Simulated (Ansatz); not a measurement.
# Worked example: correlation energy of CH2, singlet

Geometry: a point of a stretch scan, not a stationary point.

```json
{"atom": "C", "x (Å)": "0.0000", "y (Å)": "-0.0905", "z (Å)": "-0.0129"}
{"atom": "H", "x (Å)": "0.0000", "y (Å)": "0.4663", "z (Å)": "-0.6956"}
{"atom": "H", "x (Å)": "0.0000", "y (Å)": "0.6126", "z (Å)": "0.8492"}
```

Basis cc-pVDZ; Ansatz 0.2.0. Correlated methods freeze the noble-gas cores, which leaves 6 electrons in 23 orbitals. R marks a restricted (for open shells ROHF) determinant.

Full CI is exact within this basis and frozen core; it isn't the basis-set limit.

Runs differ by some tens of microhartree through their thresholds, so steps under 0.03 kcal/mol mean nothing.

```
    level  total energy (hartree)
      RHF              -38.830201
     RMP2              -38.936610
    RCCSD              -38.963511
 RCCSD(T)              -38.966184
   RCCSDT              -38.966896
RCCSDT(Q)              -38.967040
  RCCSDTQ              -38.967069
  full CI              -38.967074
```

**Question.** What is the correlation energy at full CI, and what share of it do RMP2 and RCCSDT recover?

**Answer.** E(corr) = -38.967074 − (-38.830201) = -0.136873 hartree = -3.725 eV. RMP2: -0.106409 / -0.136873 = 77.74 %. RCCSDT: -0.136695 / -0.136873 = 99.87 %.

**Question.** By how many kcal/mol does RCCSD(T) miss full CI (1 hartree = 627.509 kcal/mol), and which steps make up the rest?

**Answer.** -38.966184 − (-38.967074) = 0.000890 hartree = 0.56 kcal/mol. Steps: RCCSDT − RCCSD(T) = -0.45, RCCSDT(Q) − RCCSDT = -0.09, RCCSDTQ − RCCSDT(Q) = -0.02, full CI − RCCSDTQ = 0.00 kcal/mol. That is within 1 kcal/mol of the reference in this basis, which itself misses far more of the correlation at the basis-set limit.
